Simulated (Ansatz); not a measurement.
What does this script print? It uses the Python package of Ansatz (0.2.0).

Script `md_c2hna.py`:
```python
# -*- coding: utf-8 -*-
'''A short Born-Oppenheimer trajectory of C2HNa.'''

import ansatz as az
import numpy as np


def main():
    system = (
        az.Crystal.molecule()
        .atom('C', (-0.0622, 0.8199, -0.1187))
        .atom('C', (0.0257, -0.3227, 0.0414))
        .atom('Na', (0.2516, -2.4734, 0.3428))
        .atom('H', (-0.1596, 1.9158, -0.2859))
    )

    calculation = system.calculation()
    calculation = calculation.basis(gaussian='6-31G')
    calculation = calculation.functional('b3lyp')
    calculation = calculation.md('nve', timestep=0.5, steps=40, temperature=200, initial_velocities='maxwell_boltzmann', seed=45)
    frames = []
    calculation.session().plan().execute(on_event=lambda e: frames.append(e['data']) if e['event'] == 'md_step' else None)
    print('t (fs)   E_pot (eV)      E_kin (eV)   T (K)   d(0-1) (A)')
    for f in frames[::2]:
        xyz = np.array(f['positions_ang'])
        print(f'{f["time_fs"]:6.2f} {f["lagrangian_ev"]:14.5f} {f["e_kin_ev"]:10.5f} {f["temperature_k"]:8.1f} {np.linalg.norm(xyz[0] - xyz[1]):9.4f}')
    kept = np.array([f['conserved_ev'] for f in frames])
    print(f'conserved energy moves by at most {1000 * np.ptp(kept):.3f} meV')
    symbols = [site.symbol for site in system.cartesian_sites]
    with open('last_frame.xyz', 'w') as handle:
        handle.write(f'{len(symbols)}\nt = {frames[-1]["time_fs"]} fs\n')
        handle.writelines('{:2s} {:10.5f} {:10.5f} {:10.5f}\n'.format(s, *xyz) for s, xyz in zip(symbols, frames[-1]['positions_ang']))


if __name__ == '__main__':
    main()
```

Output of `python md_c2hna.py`:
```text
t (fs)   E_pot (eV)      E_kin (eV)   T (K)   d(0-1) (A)
  0.00    -6503.25047    0.05170    200.0    1.1571
  1.00    -6503.25456    0.05584    216.0    1.1586
  2.00    -6503.42576    0.22398    866.4    1.1762
  3.00    -6503.58729    0.38294   1481.3    1.2055
  4.00    -6503.59006    0.38679   1496.2    1.2397
  5.00    -6503.48976    0.28920   1118.7    1.2717
  6.00    -6503.42713    0.22622    875.0    1.2964
  7.00    -6503.39279    0.19089    738.4    1.3116
  8.00    -6503.33021    0.12910    499.4    1.3172
  9.00    -6503.27352    0.07354    284.5    1.3140
 10.00    -6503.28593    0.08628    333.7    1.3034
 11.00    -6503.38780    0.18748    725.2    1.2868
 12.00    -6503.53650    0.33451   1293.9    1.2659
 13.00    -6503.63208    0.42816   1656.2    1.2426
 14.00    -6503.57490    0.37132   1436.3    1.2187
 15.00    -6503.40686    0.20659    799.1    1.1961
 16.00    -6503.31115    0.11133    430.6    1.1775
 17.00    -6503.32391    0.12251    473.9    1.1666
 18.00    -6503.36283    0.16173    625.6    1.1673
 19.00    -6503.42583    0.22486    869.8    1.1812
 20.00    -6503.51340    0.31163   1205.4    1.2064
conserved energy moves by at most 6.105 meV
```

It writes `last_frame.xyz`:
```text
4
t = 20.0 fs
C    -0.02708    0.87260   -0.12845
C    -0.06078   -0.32069    0.04543
Na    0.27314   -2.50515    0.34638
H    -0.03875    1.98808   -0.29934
```

Caveats:
- Total energies depend on the basis set; only differences at equal settings carry meaning.
- The trajectory is only some femtoseconds long, so its temperature is not equilibrated; where the script doesn't relax first, it starts from a rough generated geometry.
- b3lyp holds the VWN-RPA fit, as in Gaussian; the form of ORCA and Turbomole is b3lyp5.
- The temperature counts the internal degrees of freedom alone.
- Run time: 36 s on 1 thread of Arm Neoverse V2, with other jobs on the host, peak memory 0.16 GiB.

(A comment or docstring line of the script was reworded after the run, the code is as it ran; lines on the test bed's own set-up are left out of the output.)
